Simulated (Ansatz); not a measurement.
Compare A (`C=C(O)S`) with its isomer B (`SC1CO1`).

Calculated with Ansatz (gas phase, PBE0-D4/def2-TZVP geometries, no zero-point term in ΔE). CCSD(T)/CBS is the MP2 limit (def2-TZVPP, def2-QZVPP) plus CCSD(T) − MP2 in def2-TZVPP, frozen cores. DFT in def2-TZVPP. Each species was taken in one conformer, which may not be the lowest.

(1) Which isomer does CCSD(T)/CBS put lower? Give the gap. (Estimate.)

(2) Give E(B) − E(A) in kcal/mol with LDA (SPW92), r2SCAN-D4, CCSD(T)/def2-TZVPP, MP2/def2-TZVPP, CCSD/def2-TZVPP, CCSD(T)/def2-SVP, PBE-D4. (An estimate is asked.)

(3) Does the order hold for the free energy at 298.15 K (harmonic terms from PBE0-D4)? (Estimate.)

Largest T1 diagnostic: 0.012.

Results:

(1) The calculation gave: A, by 17.7 kcal/mol.

(2) Ansatz gave: LDA (SPW92) 16.6, r2SCAN-D4 16.7, CCSD(T)/def2-TZVPP 17.0, MP2/def2-TZVPP 16.1, CCSD/def2-TZVPP 16.7, CCSD(T)/def2-SVP 16.6, PBE-D4 16.1. None reverses the order clearly.

(3) Ansatz gave: Yes: G(B) − G(A) = +18.3 kcal/mol, for one conformer each.

Leaving LDA and LC-ωPBE aside and taking each functional with its dispersion term where it has one, the values, not all of them listed here, spread over 5.6 kcal/mol, from ωB97X-V to BLYP-D4. At CCSD(T), def2-SVP lies −1.1 kcal/mol from the extrapolated value and def2-TZVPP −0.7 kcal/mol.
